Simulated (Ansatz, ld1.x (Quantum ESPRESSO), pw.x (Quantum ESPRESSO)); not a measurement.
# What a changed setting does to a pw.x run (bcc Rb)

Potential: norm-conserving Troullier–Martins (Kleinman–Bylander form), ld1.x (Quantum ESPRESSO) 7.5, PBEsol; core [Kr], reference 4d1 5s0 5p0; waves: 5s (bound, empty): rc 3.90 bohr; 5p (bound, empty): rc 4.20 bohr; 4d (bound): rc 5.46 bohr; local part: all-electron potential smoothed inside 3.60 bohr (lloc = -1); core correction: a·sin(br)/r model core, default radius (core density twice the valence density).

The reference run (k-mesh 8³, cutoffs 50/200 Ry, Fermi–Dirac 0.01 Ry, mixing_beta 0.4, conv_thr 1e-9, no spin) gives -0.04 GPa at 86.891 Å³/atom, where all-electron LAPW gives -0.00 GPa. This run, with its own iteration cap, changes k-mesh points per axis to 2.

```
&control
  calculation='scf', prefix='x', pseudo_dir='./', outdir='./tmp', tstress=.true., disk_io='none'
/
&system
  ibrav=0, nat=1, ntyp=1, ecutwfc=50, ecutrho=200, nbnd=7,
  occupations='smearing', smearing='fd', degauss=0.01
/
&electrons
  conv_thr=1e-09, mixing_beta=0.4, electron_maxstep=60
/
ATOMIC_SPECIES
Rb 1.0 Rb.UPF
CELL_PARAMETERS angstrom
  -2.79021885 2.79021885 2.79021885
  2.79021885 -2.79021885 2.79021885
  2.79021885 2.79021885 -2.79021885
ATOMIC_POSITIONS crystal
Rb 0.0000 0.0000 0.0000
K_POINTS automatic
2 2 2 0 0 0
```

```bash
pw.x < Rb.scf.in > Rb.scf.out
```

Task: How does the run end?

Result: It converges in 6 iterations; the free energy moves by +322.1 meV/atom and the pressure by -0.17 GPa.

```
Message from routine setup:
     using ibrav=0 with symmetry is DISCOURAGED, use correct ibrav instead
     lattice parameter (alat)  =       9.1327  a.u.
     unit-cell volume          =     586.3695 (a.u.)^3
     number of electrons       =         1.00
     number of Kohn-Sham states=            7
     kinetic-energy cutoff     =      50.0000  Ry
     charge density cutoff     =     200.0000  Ry
     scf convergence threshold =      1.0E-09
     Exchange-correlation= PBESOL
     number of k points=     3  Fermi-Dirac smearing, width (Ry)=  0.0100
     iteration #  1     ecut=    50.00 Ry     beta= 0.40
     total energy              =      -0.54342120 Ry
     estimated scf accuracy    <       0.00234847 Ry
     iteration #  2     ecut=    50.00 Ry     beta= 0.40
     total energy              =      -0.54338582 Ry
     estimated scf accuracy    <       0.00084383 Ry
     iteration #  3     ecut=    50.00 Ry     beta= 0.40
     total energy              =      -0.54339055 Ry
     estimated scf accuracy    <       0.00000010 Ry
     iteration #  4     ecut=    50.00 Ry     beta= 0.40
     total energy              =      -0.54339085 Ry
     estimated scf accuracy    <       0.00000002 Ry
     iteration #  5     ecut=    50.00 Ry     beta= 0.40
     total energy              =      -0.54339085 Ry
     estimated scf accuracy    <          1.9E-09 Ry
     iteration #  6     ecut=    50.00 Ry     beta= 0.40
     the Fermi energy is    -0.1247 ev
!    total energy              =      -0.54339085 Ry
     estimated scf accuracy    <          3.9E-10 Ry
     smearing contrib. (-TS)   =      -0.01167022 Ry
     The total energy is F=E-TS. E is the sum of the following terms:
     one-electron contribution =       0.28853252 Ry
     hartree contribution      =       0.00091811 Ry
     xc contribution           =      -0.47607299 Ry
     ewald contribution        =      -0.34509828 Ry
     convergence has been achieved in   6 iterations
          total   stress  (Ry/bohr**3)                   (kbar)     P=       -2.12
     Message from routine punch:
     Nothing written, as per user request (disk_io='none')
```

The run took about 1.6 s on one core of a shared host (Neoverse-V1, 64 threads, 495 GiB, load 47).
